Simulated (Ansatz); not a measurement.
A calculation with Ansatz (development build ahead of 0.2.0).

```yaml
crystal:
  periodic: [false, false, false]
  atoms:
    - { symbol: B, position_ang: [-0.12968, 0.3677, 0.12318] }
    - { symbol: H, position_ang: [1.46293, -4.99669, -1.66829] }
    - { symbol: H, position_ang: [0.85017, 1.01345, -0.45503] }
    - { symbol: H, position_ang: [0.17592, -0.41998, 1.08658] }
    - { symbol: H, position_ang: [-1.34327, 0.65071, -0.08686] }
basis:
  gaussian: { orbitals: def2-SVP }
magnetization:
  spin_polarized: true
  initial_magnetization: 1
hamiltonian:
  xc: hf
output:
  forces: true
```

The input is written out in the form of the current development build from the run's settings.

Results

```json
{"Converged": "yes", "Total energy": "-26.85876 hartree", "Spin squared of the determinant": "0.750", "Stability test": "minimum"}
```

Forces (eV/Å):
```csv
atom,Fx,Fy,Fz
B1,0.754,0.780,0.788
H2,0.000,0.000,0.000
H3,-1.757,-1.195,0.711
H4,-0.469,0.874,-1.489
H5,1.472,-0.458,-0.011
```
